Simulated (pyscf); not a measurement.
PySCF, gas phase, ωB97X-D3(BJ)/def2-SVP geometries.

Task: For the elementary gas-phase step H₂Al–SeH (SMILES [AlH2][SeH]) + H₂ (SMILES [H][H]) → H₂Se (SMILES [SeH2]) + AlH₃ (SMILES [AlH3]) (singlet surface; Al–Se, H–H broken, H–Se, Al–H formed), what barrier and reaction energy does B3LYP-D3(BJ)/def2-TZVP give, measured from the separated reactants?

Result: ΔE‡ = 1.04 eV, ΔE = +1.13 eV. ωB97M-D3(BJ)/def2-TZVP gives 1.11 eV and +1.10 eV. Zero-point energy shifts the barrier by +0.09 eV. It is a four-centre exchange, with an imaginary mode of 1055i cm⁻¹. On the product side the descent ends in an adduct with a Al–Se contact, 0.75 eV under the separated species and 0.58 eV under the saddle at ωB97X-D3(BJ)/def2-TZVP. At B3LYP-D3(BJ) the saddle lies under the separated products, which points to a path from their complex (located at ωB97X-D3(BJ) alone), and parting the products costs more than the saddle. What is counted as broken (Al–Se) persists as a longer contact in the product adduct; parting that adduct is a step of its own. One saddle was located; it need not be the lowest between these sides. Elements up to Kr have no core potential and no relativistic terms here.
